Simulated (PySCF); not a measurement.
## Relaxation of doublet [NH3]+

These are results of PySCF, UPBE0, basis N def2-TZVP, H def2-TZVP (no relativity, density fitting), not measurements. A (50,194) grid was used.

A hand-made trigonal pyramidal start, of C3v symmetry, held to at least that symmetry:

Coordinates in bohr (charge 1 multiplicity 2):
```
N     0.0000    0.0000   -0.1590
H     1.6841    0.0000    0.7365
H    -0.8421    1.4585    0.7365
H    -0.8421   -1.4585    0.7365
```

Optimiser trace:
| step | E − E(last) (kJ/mol) | largest gradient (Eh/bohr) |
| --- | --- | --- |
| 0 | 133.02 | 0.08708 |
| 1 | 25.79 | 0.05092 |
| 2 | 10.75 | 0.02838 |
| 3 | 1.61 | 0.00964 |
| 4 | 0.13 | 0.00251 |
| 5 | 0.00 | 0.00028 |
| 6 | 0.00 | 0.00004 |

It ends at D3h with N–H 1.024 Å (×3); H–N–H 120.0° (×3). A frequency run shows a minimum. Other isomers or separated fragments may lie lower.

Final geometry:
Z-matrix (Å, degrees; charge 1 multiplicity 2):
```
N
H  1 1.0241
H  1 1.0241 2 120.00
H  1 1.0241 2 120.00 3 180.00
```

The relaxation took 3 s on 2 threads of a shared Arm Neoverse V2 host, with 49 basis functions and 7 gradients; the process peaked at 0.4 GiB.
